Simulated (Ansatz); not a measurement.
Geometry optimisation, Ansatz, RKS PBE0-D4/def2-SVP.

The input (input.yaml):

```yaml
crystal:
  periodic: [false, false, false]
  atoms:
    - { symbol: Li, position_ang: [-0.2696, -2.1795, 1.0916] }
    - { symbol: S, position_ang: [-1.2337, -0.6387, -0.4068] }
    - { symbol: C, position_ang: [0.1298, 0.51, -0.2184] }
    - { symbol: H, position_ang: [0.00181, 1.47461, -0.91214] }
    - { symbol: H, position_ang: [0.21577, 0.86873, 0.81806] }
    - { symbol: H, position_ang: [1.10229, 0.03339, -0.53387] }
basis:
  gaussian: { orbitals: def2-SVP }
hamiltonian:
  xc: pbe0
  dispersion: d4
relax:
  f_tol: 0.015
  max_steps: 40
```

Run as:

```bash
$ ansatz run input.yaml --threads 1 --pin off --max-ram 2048MiB --backend cpu --events-out ev --progress --plain --runs-dir out
```

Problem. Where does it end, and by what steps?

Solution. It converged. After 4 steps the energy has fallen by 0.333 eV; Li1 moved furthest, 0.28 Å.

| step | energy less start (eV) | largest force component (eV/Å) | accepted |
| --- | --- | --- | --- |
| 0 | 0.0000 | 1.878 | yes |
| 1 | -0.3016 | 0.891 | yes |
| 2 | -0.3290 | 0.166 | yes |
| 3 | -0.3323 | 0.039 | yes |
| 4 | -0.3328 | 0.012 | yes |

```xyz
6
Properties=species:S:1:pos:R:3
Li -0.502 -2.328 1.024
S -1.104 -0.732 -0.265
C 0.186 0.562 -0.226
H -0.101 1.368 -0.918
H 0.297 1.011 0.773
H 1.169 0.187 -0.550
```

Whether the end is a true minimum wasn't checked by a vibrational analysis.

The run took 8.3 s on 1 thread of Arm Neoverse V2, with other jobs on the host, peak memory 0.13 GiB.
